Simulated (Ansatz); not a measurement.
System: naphthalene C10H8. Method: r²SCAN-D4 in Ansatz (plane waves, PAW).

**Question.** What does this level give for the lattice energy and volume per molecule?

**Answer.** 
lattice energy: 79 kJ/mol
volume per molecule: 166.99 Å³

Ansatz is an electronic-structure program.
